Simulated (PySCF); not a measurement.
Potential energy of NaB along the bond

Set-up: PySCF, no relativity, basis sets Na cc-pVDZ, B cc-pVDZ. Energies in eV from Na + B in their ground configurations at the same level. State: ³Π (triplet), unpaired electrons σ ↑, π ↑.

All columns are PBE0. A positive dipole means Na(−)B(+).

| R (Å) | E (eV) | μ (D) | Mulliken charge on Na (basis-dependent) | HOMO (eV) | LUMO (eV) | Mayer bond order | ⟨S²⟩ |
| --- | --- | --- | --- | --- | --- | --- | --- |
| 2.154 | -0.649 | -5.31 | 0.46 | -3.98 | -1.61 | 0.88 | 2.00 |
| 2.255 | -0.795 | -5.47 | 0.43 | -3.91 | -1.55 | 0.90 | 2.00 |
| 2.355 | -0.874 | -5.59 | 0.39 | -3.85 | -1.50 | 0.93 | 2.00 |
| 2.430 | -0.902 | -5.66 | 0.36 | -3.82 | -1.51 | 0.94 | 2.00 |
| 2.505 | -0.910 | -5.71 | 0.34 | -3.80 | -1.55 | 0.94 | 2.01 |
| 2.580 | -0.902 | -5.73 | 0.32 | -3.79 | -1.59 | 0.93 | 2.01 |
| 2.680 | -0.873 | -5.74 | 0.30 | -3.78 | -1.64 | 0.91 | 2.01 |
| 2.806 | -0.819 | -5.71 | 0.29 | -3.78 | -1.70 | 0.87 | 2.01 |
| 2.956 | -0.739 | -5.61 | 0.27 | -3.81 | -1.76 | 0.81 | 2.01 |
| 3.156 | -0.624 | -5.38 | 0.26 | -3.88 | -1.83 | 0.72 | 2.01 |

A fit through these points gives, at Re = 2.501 Å, μ = -5.70 D and dμ/dR = -0.521 D/Å; the reduced mass is 7.444 u.

**Question.** How strong is the fundamental in the double-harmonic approximation, I = 42.26·(dμ/dR)²/μred km/mol?

**Answer.** I = 42.26·(-0.521)²/7.444 = 1.54 km/mol at PBE0.

The state was picked by a PBE0 search and need not be the measured ground state.
